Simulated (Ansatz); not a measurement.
For chalcopyrite CuGaSe₂, r²SCAN (PAW; Ansatz, an electronic-structure program) gives:

```
Property                               Result
-----------------------------  --------------
lattice constant a                    5.609 Å
c axis length                        11.095 Å
cohesive energy                  3.52 eV/atom
band gap at the measured cell         0.63 eV
enthalpy of formation          -0.575 eV/atom
```

Task: What does HSE06 (Ansatz, PAW) give for the same quantities?

Result: 
- lattice constant a: 5.650 Å (increases by 0.7 %)
- lattice parameter c: 11.109 Å (increases by 0.1 %)
- cohesive energy: 3.27 eV/atom (drops by 0.25 eV/atom)
- band gap at the measured cell: 1.43 eV (grows by 0.80 eV)
- formation enthalpy: -0.636 eV/atom (moves by -0.061 eV/atom)

For comparison: lattice constant a 5.619 Å (measured, 293 K, no zero-point or thermal correction, sources range from 5.596 to 5.619; as tabulated in Souilah et al., J. Solid State Chem. 183, 2274 (2010), by the Crystallography …); lattice parameter c 11.026 Å (measured, 293 K, not corrected to a static lattice; as tabulated in Souilah et al., J. Solid State Chem. 183, 2274 (2010), by the Crystallography …); band gap 1.67 eV (measured, temperature not stated, no zero-point or thermal correction, direct or pseudo-direct at Γ; as tabulated in Ghosh et al. (2024), arXiv:2401.16805).

Changes are worked out from the printed values.

Unless a cell is named, each level is at its own relaxed cell (r²SCAN 21.81, HSE06 22.16 Å³/atom).

Spin–orbit coupling is included only where a level's name says +SOC; with heavier elements it mostly lowers gaps and can invert bands. Density-functional gaps are differences of (generalised) Kohn–Sham levels.

Ansatz's density-functional and Hartree–Fock values are scalar-relativistic unless marked +SOC, with PAW data made under PBE.
